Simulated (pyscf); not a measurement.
PySCF, gas phase, ωB97X-D3(BJ)/def2-SVP geometries. Correlated levels are frozen-core, on RHF or UHF. ΔMP2 is the change of the MP2 total energy from the triple- to the quadruple-zeta basis.

**Question.** For the elementary gas-phase step HN=SiH–Cl (SMILES N=[SiH]Cl) + SiH₄ (SMILES [SiH4]) -> H₂N–SiH(SiH₃)–Cl (SMILES N[SiH]([SiH3])Cl) (singlet surface; H–Si broken, H–N, Si–Si formed), what barrier and reaction energy does CCSD(T)/def2-TZVPP + ΔMP2(QZVPP) give, measured from the separated reactants?

**Answer.** ΔE‡ = 30.8 kcal/mol, ΔE = -51.7 kcal/mol. Zero-point energy shifts the barrier by -0.1 kcal/mol. It is an addition across a multiple bond or ene-type step, with an imaginary mode of 1364i cm⁻¹. At the saddle there is also a short H–Si contact that neither side keeps. HN=SiH–Cl lies 26.4 kcal/mol over its isomer H₂N–Si:–Cl [singlet] (electronic energy, ωB97M-D3(BJ)). H₂N–SiH(SiH₃)–Cl lies 14.2 kcal/mol over its isomer H₃Si–NH–SiH₂–Cl (electronic energy, ωB97M-D3(BJ)). One saddle was located; it need not be the lowest between these sides. The CCSD(T) − MP2 part came from Ansatz, without density fitting, on the same reference.
